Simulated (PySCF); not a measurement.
# r2SCAN/STO-6G run of SiO2 (silicon dioxide molecule)

What is the vertical ionisation energy of SiO2 (silicon dioxide molecule) at r2SCAN/STO-6G? Input form: a Python script.

The results are computed with PySCF 2.14.0.

8 further runs of the same task are left out: 1 that didn't finish, 7 set aside as unsound or not needed.

### Step 1. The system as given

The species is SiO2 (3 atoms), meant as a singlet with charge 0. SMILES: `O=[Si]=O`. The coordinates come from a GFN2-xTB relaxation.

Bond lengths: O1–Si2 1.491 Å, Si2–O3 1.491 Å. Angles: O1–Si2–O3 179.9°.

### Step 2. A single-point energy at r2SCAN/STO-6G

calc.py reads:

```python
from pyscf import gto, dft

mol = gto.M(
    atom=[
    ('O', (0.691230, 1.217290, 0.513740)),
    ('Si', (-0.000730, 0.000440, -0.000160)),
    ('O', (-0.690510, -1.217740, -0.513580)),
],
    spin=0,
    max_memory=1860,
    basis='sto-6g',
    verbose=4,
)

mf = dft.RKS(mol)
mf.xc = 'r2scan'
mf.grids.level = 5
mf.conv_tol = 1e-10
mf.kernel()
if not mf.converged:
    mf = mf.newton().run(mf.mo_coeff, mf.mo_occ)

e_tot = mf.e_tot
print('Final energy', e_tot)
```

The run is started by

```console
$ OMP_NUM_THREADS=1 python calc.py
```

The log of the run:

```text
PySCF version 2.14.0

[INPUT] num. atoms = 3
[INPUT] num. electrons = 30
[INPUT] charge = 0
[INPUT] spin (= nelec alpha-beta = 2S) = 0
[INPUT] symmetry False subgroup None
[INPUT] Mole.unit = angstrom
[INPUT] Symbol           X                Y                Z      unit          X                Y                Z       unit  Magmom
[INPUT]  1 O      0.691230000000   1.217290000000   0.513740000000 AA    1.306235389083   2.300344714172   0.970827899234 Bohr   0.0
[INPUT]  2 Si    -0.000730000000   0.000440000000  -0.000160000000 AA   -0.001379500071   0.000831479495  -0.000302356180 Bohr   0.0
[INPUT]  3 O     -0.690510000000  -1.217740000000  -0.513580000000 AA   -1.304874786273  -2.301195090928  -0.970525543054 Bohr   0.0

nuclear repulsion = 90.84965725506
number of shells = 11
number of NR pGTOs = 114
number of NR cGTOs = 19
basis = sto-6g
ecp = {}

******** <class 'pyscf.dft.rks.RKS'> ********
method = RKS
initial guess = minao
damping factor = 0
level_shift factor = 0
DIIS = <class 'pyscf.scf.diis.CDIIS'>
diis_start_cycle = 1
diis_space = 8
diis_damp = 0
SCF conv_tol = 1e-10
SCF conv_tol_grad = None
SCF max_cycles = 50
direct_scf = True
direct_scf_tol = 1e-13
XC library pyscf.dft.libxc version 7.0.0
    S. Lehtola, C. Steigemann, M. J.T. Oliveira, and M. A.L. Marques.,  SoftwareX 7, 1–5 (2018)
XC functionals = r2scan
    J. W. Furness, A. D. Kaplan, J. Ning, J. P. Perdew, and J. Sun.,  J. Phys. Chem. Lett. 11, 8208-8215 (2020)
    J. W. Furness, A. D. Kaplan, J. Ning, J. P. Perdew, and J. Sun.,  J. Phys. Chem. Lett. 11, 9248-9248 (2020)
    J. W. Furness, A. D. Kaplan, J. Ning, J. P. Perdew, and J. Sun.,  J. Phys. Chem. Lett. 11, 8208-8215 (2020)
    J. W. Furness, A. D. Kaplan, J. Ning, J. P. Perdew, and J. Sun.,  J. Phys. Chem. Lett. 11, 9248-9248 (2020)
radial grids:
    Treutler-Ahlrichs [JCP 102, 346 (1995); DOI:10.1063/1.469408] (M4) radial grids

becke partition: Becke, JCP 88, 2547 (1988); DOI:10.1063/1.454033
pruning grids: <function nwchem_prune>
grids dens level: 5
symmetrized grids: False
atomic radii adjust function: <function treutler_atomic_radii_adjust>
small_rho_cutoff = 0
Set gradient conv threshold to 1e-05
Initial guess from minao.
tot grids = 129512
init E= -438.416958806786
  HOMO = -0.39576031958318  LUMO = -0.0963184278744078  gap/eV = 8.14823
cycle= 1 E= -437.573241584608  delta_E= 0.844  |g|= 1.06  |ddm|= 2.89
  HOMO = 0.154964010821054  LUMO = 0.236973309658387  gap/eV = 2.23159
cycle= 2 E= -436.449980175891  delta_E= 1.12  |g|= 1.78  |ddm|= 4.61
  HOMO = -0.113509425629232  LUMO = 0.0758914014026505  gap/eV = 5.15386
cycle= 3 E= -438.065143863429  delta_E= -1.62  |g|= 0.185  |ddm|= 3.44
  HOMO = -0.120280013262348  LUMO = 0.0539533088938546  gap/eV = 4.74113
cycle= 4 E= -438.077782121405  delta_E= -0.0126  |g|= 0.0432  |ddm|= 0.233
  HOMO = -0.117278204749325  LUMO = 0.0549071564848188  gap/eV = 4.68540
cycle= 5 E= -438.077703123421  delta_E= 7.9e-05  |g|= 0.0494  |ddm|= 0.0721
  HOMO = -0.116993101603678  LUMO = 0.0550476613502052  gap/eV = 4.68147
cycle= 6 E= -438.078394968483  delta_E= -0.000692  |g|= 0.0086  |ddm|= 0.0521
  HOMO = -0.116199954029559  LUMO = 0.0555152598127594  gap/eV = 4.67261
cycle= 7 E= -438.078420061594  delta_E= -2.51e-05  |g|= 0.00178  |ddm|= 0.0101
  HOMO = -0.116050976922814  LUMO = 0.0555622606635966  gap/eV = 4.66983
cycle= 8 E= -438.078421157463  delta_E= -1.1e-06  |g|= 0.00024  |ddm|= 0.00209
  HOMO = -0.116029194642957  LUMO = 0.0555684351022756  gap/eV = 4.66941
cycle= 9 E= -438.078421177835  delta_E= -2.04e-08  |g|= 3.89e-06  |ddm|= 0.00034
  HOMO = -0.116029536814448  LUMO = 0.0555683389546859  gap/eV = 4.66942
cycle= 10 E= -438.078421177839  delta_E= -4.09e-12  |g|= 5e-08  |ddm|= 5.19e-06
  HOMO = -0.116029550493882  LUMO = 0.0555683352819568  gap/eV = 4.66942
Extra cycle  E= -438.07842117784  delta_E= -4.55e-13  |g|= 1.52e-07  |ddm|= 2.58e-07
converged SCF energy = -438.07842117784
Final energy -438.0784211778396
```

It took 3.9 s on 1 thread of Arm Neoverse V1, shared host; peak memory 0.19 GiB.

### Step 3. The doublet cation, same level

calc.py reads:

```python
from pyscf import gto, dft

mol = gto.M(
    atom=[
    ('O', (0.691230, 1.217290, 0.513740)),
    ('Si', (-0.000730, 0.000440, -0.000160)),
    ('O', (-0.690510, -1.217740, -0.513580)),
],
    max_memory=1860,
    charge=1,
    verbose=4,
    basis='sto-6g',
    spin=1,
)

ks = dft.UKS(mol)
ks.xc = 'r2scan'
ks.conv_tol = 1e-10
ks.grids.level = 5
ks.kernel()
if not ks.converged:
    ks = ks.newton().run(ks.mo_coeff, ks.mo_occ)

energy = ks.e_tot
print('E = %.10f Eh' % energy)
```

The run is started by

```console
$ OMP_NUM_THREADS=1 python calc.py
```

The log of the run:

```text
PySCF version 2.14.0

[INPUT] num. atoms = 3
[INPUT] num. electrons = 29
[INPUT] charge = 1
[INPUT] spin (= nelec alpha-beta = 2S) = 1
[INPUT] symmetry False subgroup None
[INPUT] Mole.unit = angstrom
[INPUT] Symbol           X                Y                Z      unit          X                Y                Z       unit  Magmom
[INPUT]  1 O      0.691230000000   1.217290000000   0.513740000000 AA    1.306235389083   2.300344714172   0.970827899234 Bohr   0.0
[INPUT]  2 Si    -0.000730000000   0.000440000000  -0.000160000000 AA   -0.001379500071   0.000831479495  -0.000302356180 Bohr   0.0
[INPUT]  3 O     -0.690510000000  -1.217740000000  -0.513580000000 AA   -1.304874786273  -2.301195090928  -0.970525543054 Bohr   0.0

nuclear repulsion = 90.84965725506
number of shells = 11
number of NR pGTOs = 114
number of NR cGTOs = 19
basis = sto-6g
ecp = {}

******** <class 'pyscf.dft.uks.UKS'> ********
method = UKS
initial guess = minao
damping factor = 0
level_shift factor = 0
DIIS = <class 'pyscf.scf.diis.CDIIS'>
diis_start_cycle = 1
diis_space = 8
diis_damp = 0
SCF conv_tol = 1e-10
SCF conv_tol_grad = None
SCF max_cycles = 50
direct_scf = True
direct_scf_tol = 1e-13
number electrons alpha = 15  beta = 14
XC library pyscf.dft.libxc version 7.0.0
    S. Lehtola, C. Steigemann, M. J.T. Oliveira, and M. A.L. Marques.,  SoftwareX 7, 1–5 (2018)
XC functionals = r2scan
    J. W. Furness, A. D. Kaplan, J. Ning, J. P. Perdew, and J. Sun.,  J. Phys. Chem. Lett. 11, 8208-8215 (2020)
    J. W. Furness, A. D. Kaplan, J. Ning, J. P. Perdew, and J. Sun.,  J. Phys. Chem. Lett. 11, 9248-9248 (2020)
    J. W. Furness, A. D. Kaplan, J. Ning, J. P. Perdew, and J. Sun.,  J. Phys. Chem. Lett. 11, 8208-8215 (2020)
    J. W. Furness, A. D. Kaplan, J. Ning, J. P. Perdew, and J. Sun.,  J. Phys. Chem. Lett. 11, 9248-9248 (2020)
radial grids:
    Treutler-Ahlrichs [JCP 102, 346 (1995); DOI:10.1063/1.469408] (M4) radial grids

becke partition: Becke, JCP 88, 2547 (1988); DOI:10.1063/1.454033
pruning grids: <function nwchem_prune>
grids dens level: 5
symmetrized grids: False
atomic radii adjust function: <function treutler_atomic_radii_adjust>
small_rho_cutoff = 0
Set gradient conv threshold to 1e-05
tot grids = 129512
init E= -438.416958806786
[... the frontier-level lines of each cycle are left out ...]


cycle= 1 E= -437.50569052595  delta_E= 0.911  |g|= 0.556  |ddm|= 2.11
cycle= 2 E= -436.546464549187  delta_E= 0.959  |g|= 1.21  |ddm|= 2.75
cycle= 3 E= -437.785439190256  delta_E= -1.24  |g|= 0.0344  |ddm|= 1.95
cycle= 4 E= -437.78534859803  delta_E= 9.06e-05  |g|= 0.0498  |ddm|= 0.102
cycle= 5 E= -437.786566813947  delta_E= -0.00122  |g|= 0.0241  |ddm|= 0.0796
cycle= 6 E= -437.787023119444  delta_E= -0.000456  |g|= 0.00261  |ddm|= 0.0388
cycle= 7 E= -437.787042690342  delta_E= -1.96e-05  |g|= 0.000223  |ddm|= 0.0165
cycle= 8 E= -437.7870428128  delta_E= -1.22e-07  |g|= 3.35e-05  |ddm|= 0.00129
cycle= 9 E= -437.787042815741  delta_E= -2.94e-09  |g|= 6.85e-06  |ddm|= 0.000196
cycle= 10 E= -437.78704281633  delta_E= -5.88e-10  |g|= 5.51e-06  |ddm|= 0.000109
cycle= 11 E= -437.787042816989  delta_E= -6.59e-10  |g|= 5.34e-06  |ddm|= 0.000126
cycle= 12 E= -437.787042818135  delta_E= -1.15e-09  |g|= 5.27e-06  |ddm|= 0.00022
cycle= 13 E= -437.787042822941  delta_E= -4.81e-09  |g|= 5.3e-06  |ddm|= 0.000939
cycle= 14 E= -437.787042856249  delta_E= -3.33e-08  |g|= 4.34e-06  |ddm|= 0.00737
cycle= 15 E= -437.787042895312  delta_E= -3.91e-08  |g|= 6.72e-06  |ddm|= 0.0133
cycle= 16 E= -437.787042899334  delta_E= -4.02e-09  |g|= 1.38e-05  |ddm|= 0.00269
cycle= 17 E= -437.787042906321  delta_E= -6.99e-09  |g|= 6.96e-06  |ddm|= 0.00956
cycle= 18 E= -437.787042906514  delta_E= -1.93e-10  |g|= 6.91e-07  |ddm|= 0.00119
cycle= 19 E= -437.787042906536  delta_E= -2.19e-11  |g|= 2.73e-07  |ddm|= 0.000421
Extra cycle  E= -437.787042906535  delta_E= 5.68e-13  |g|= 6e-07  |ddm|= 1.39e-06
converged SCF energy = -437.787042906535  <S^2> = 0.79813552  2S+1 = 2.0475698
E = -437.7870429065 Eh
```

It took 10 s on 1 thread of Arm Neoverse V1, shared host; peak memory 0.21 GiB.

### Step 4. Results

At r2SCAN/STO-6G:

| quantity | value |
| --- | --- |
| singlet SiO2: total energy | -438.07842 Eh |
| singlet SiO2: dipole moment | 0.00 D |
| singlet SiO2: HOMO energy | -3.16 eV |
| singlet SiO2: LUMO energy | 1.51 eV |
| singlet SiO2: HOMO–LUMO gap | 4.67 eV |
| doublet cation: total energy | -437.78704 Eh |
| doublet cation: HOMO energy (highest over α and β) | -13.51 eV |
| doublet cation: LUMO energy (lowest over α and β) | -12.48 eV |
| doublet cation: ⟨S²⟩ | 0.798 |
| vertical ionisation energy (to the doublet cation) | 7.929 eV |

In words: Removing an electron at fixed nuclei costs 7.93 eV (765 kJ/mol). The negative HOMO energy of the first species, 3.16 eV, lies 4.77 eV below that difference. In a minimal basis such a difference can be off by several eV, whatever the method. Mulliken charges (doublet cation) run from -0.13 on O3 to +1.25 on Si2.
